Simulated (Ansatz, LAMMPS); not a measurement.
Ladder of methods for the bulk modulus B0 of fcc Ag

Reference value: 110 GPa (measured, corrected for temperature and zero-point phonon effects, our sources range from 104 to 111; as tabulated in Levämäki et al. (2014), arXiv:1402.3671).

```
level (code)                   value (GPa)  cell (Å³/atom)  error (%)
-----------------------------  -----------  --------------  ---------
MEAM library.meam-Ag (LAMMPS)          104           16.98       -5.5
LDA (Ansatz)                           139           16.01        +26
PBE (Ansatz)                          91.5           17.83      -16.8
rVV10 (Ansatz)                        94.3           18.08      -14.3
r²SCAN+rVV10 (Ansatz)                  113           16.93       +2.7
B3LYP (VWN-RPA form) (Ansatz)         71.7           18.93        -35
HSE06 (Ansatz)                        86.5           17.74        -21
```

Once the reference is moved by up to 5.6 % (a margin picked here for doubts on the reference and the settings) and values within 1.7 % count as equal, the nearest can be r²SCAN+rVV10 (+2.7 %) or MEAM library.meam-Ag (-5.5 %). By the same margin the farthest can be B3LYP (VWN-RPA form) (-35 %) or LDA (+26 %).

B3LYP (VWN-RPA form): the cell is over a tenth larger than the published one: the level's own overestimate first of all, though another phase or state, or a fault of the published cell, is possible. Each level is taken at its own relaxed cell. Cutoffs and k meshes differ between the levels. Ansatz's density-functional and Hartree–Fock values are scalar-relativistic unless marked +SOC, with PAW data made under PBE.

Empirical potentials (MEAM library.meam-Ag) are fitted to chosen data: where that held the value shown, agreement is built in, and what lay outside the fit can be far off.

Differences are worked out from the printed values.

Ansatz is a program for electronic structure.
